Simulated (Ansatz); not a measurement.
For fluorite SrCl2, PBE (Ansatz, a quantum-chemistry and plane-wave program, PAW) gives:

band gap at the measured cell: 5.35 eV
elastic constant C11: 66.7 GPa
elastic constant C44: 8.42 GPa
Voigt–Reuss–Hill shear modulus: 13.2 GPa

Problem. What does r²SCAN0 in Ansatz (PAW) give for the same quantities?

Solution. 
- band gap at the measured cell: 7.67 eV (goes up by 2.32 eV)
- elastic constant C11: 75.3 GPa (rises by 13 %)
- elastic constant C44: 10.3 GPa (goes up by 22 %)
- Voigt–Reuss–Hill shear modulus: 15.6 GPa (grows by 18 %)

For comparison: band gap 7.5 eV (measured, temperature not stated, not corrected to a static lattice; as tabulated in Aguado et al. (1999), arXiv:cond-mat/9901145).

Changes are worked out from the printed values.

Unless a cell is named, each level is at its own relaxed cell.

Spin–orbit coupling is included only where a level's name says +SOC; with heavier elements it mostly lowers gaps and can invert bands. Density-functional gaps are differences of (generalised) Kohn–Sham levels.

Ansatz's density-functional and Hartree–Fock values are scalar-relativistic unless marked +SOC, with PAW data made under PBE.
